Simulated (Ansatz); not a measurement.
Start from `CCOCF` and change one atom or group to get `CCOCCCl`.

Ansatz, PBE0-D4/def2-TZVP geometries, multiplicity 1. Each molecule was computed in one conformer, which needn't be the lowest.

```
                                          property  `CCOCF`
                 LUMO energy (PBE/def2-TZVPP) / eV     0.60
    size of the dipole moment (PBE/def2-TZVPP) / D     1.65
             LUMO energy (ωB97M-V/def2-TZVPP) / eV     2.82
size of the dipole moment (ωB97M-V/def2-TZVPP) / D     1.75
               LUMO energy (B3LYP/def2-TZVPP) / eV     1.04
               HOMO–LUMO gap (PBE/def2-TZVPP) / eV     7.33
```

Q: Give the same properties after the change, and the shifts. (Estimate.)

A: Ansatz gave: 
| property | `CCOCCCl` | shift |
| --- | --- | --- |
| LUMO energy (PBE/def2-TZVPP) / eV | -0.35 | -0.95 |
| size of the dipole moment (PBE/def2-TZVPP) / D | 1.84 | 0.19 |
| LUMO energy (ωB97M-V/def2-TZVPP) / eV | 2.47 | -0.35 |
| size of the dipole moment (ωB97M-V/def2-TZVPP) / D | 1.86 | 0.11 |
| LUMO energy (B3LYP/def2-TZVPP) / eV | 0.42 | -0.62 |
| HOMO–LUMO gap (PBE/def2-TZVPP) / eV | 5.74 | -1.59 |

With PBE0 the HOMO rises by 0.70 eV and the LUMO falls by 0.69 eV, so the gap narrows by about 1.39 eV. PBE moves the HOMO by 0.63 eV and ωB97M-V by 0.75 eV. The zero-point energy changes by 69.9 kJ/mol with +9 modes. Dipoles are sizes alone; their direction can turn.

B3LYP here is the variant with VWN-RPA as its local correlation; programs differ in this.
